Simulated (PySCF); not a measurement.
We consider zinc-blende CdTe, described by Hartree–Fock (GTH pseudopotentials, Gaussian basis, DZ basis; PySCF).

The same calculation (at the measured cell, 34.012 Å³/atom) with different numerical settings:

```csv
run,k mesh,gap on the mesh (eV),total energy (eV/atom)
1,2×2×2,8.308,-747.8623
2,3×3×3,7.590,-747.9627
3,4×4×4,7.303,-747.9355
```

In the column gap on the mesh (eV) the first row differs from the last by +1.005 and the next to last by +0.287.

The last row is no converged limit: other settings stay fixed.

Spin–orbit coupling is not included.
